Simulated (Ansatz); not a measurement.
The cluster Mg2H2⁻: single points at one geometry.

```yaml
crystal:
  periodic: [false, false, false]
  atoms:
    - {symbol: Mg, position_ang: [-1.428834, 0.196418, 0.033489]}
    - {symbol: Mg, position_ang: [1.428488, -0.198392, -0.036431]}
    - {symbol: H, position_ang: [-3.145896, 0.435677, 0.078460]}
    - {symbol: H, position_ang: [3.146243, -0.433703, -0.075517]}
basis:
  gaussian: {orbitals: def2-TZVPD, initial_orbitals: start.molden}
total_charge: -1
magnetization: {spin_polarized: true, initial_magnetization: 1}
hamiltonian: {xc: pbe, dispersion: d4}
scf: {omitted_lower_state_checks: [starts]}
output: {orbitals: {seedname: orbitals}}
```

The file start.molden holds the orbitals of an earlier run on this structure, at another level or in another basis.

```sh
$ ansatz run in.yaml --threads 4 --pin off --events-out ev --progress --plain --max-ram 3916MiB
```

Output, abridged:

```
Functional definition: PBE
  name "PBE"
  cite "Perdew, Burke & Ernzerhof, Phys. Rev. Lett. 77, 3865 (1996) doi:10.1103/PhysRevLett.77.3865"
  parent pbe
  parameter kappa = 0.804
  parameter beta = 0.06672455060314922
  exchange = pbe_x(kappa = kappa, mu = beta*pi^2/3)
  correlation = pbe_c(beta = beta)
these checks for a lower state are left out or cut short: starts
718 factors; their error is unknown
mean field evaluation 1: about -10913.7153 eV, gradient 4.2e0 eV
mean field evaluation 2: about -10913.7555 eV, gradient 6.2e-2 eV
mean field evaluation 4: about -10913.7338 eV, gradient 2.2e-4 eV
mean field evaluation 8: about -10913.7338 eV, gradient 1.3e-5 eV
mean field -10913.73381183 eV, -401.0723199903 hartree, gradient 2.0e-6 eV, S^2 0.754710; 0 other end points of the search recorded, 0 dependent functions left out
reference -10913.73386072 eV, -401.0723217870 hartree; 14, 13 occupied and 74, 75 virtual orbitals, 718 factors
Total energy: -10913.82766644 eV, -401.0757690835 hartree
Checks for a lower state left out: starts
```

It took 1.6 s on 4 threads of Arm Neoverse V1 on a shared host.

Geometry: PBE-D4/def2-TZVP, that of the neutral singlet.

The highest occupied level of the charge -1 doublet lies above zero (up to 1.28 eV). By energy differences its removal costs 0.51 eV (vertical, to the charge 0 singlet, at PBE-D4/def2-TZVPD); a positive level beside a positive removal energy at the same level points to self-interaction error. The structure comes from a short search, and lower isomers may exist.
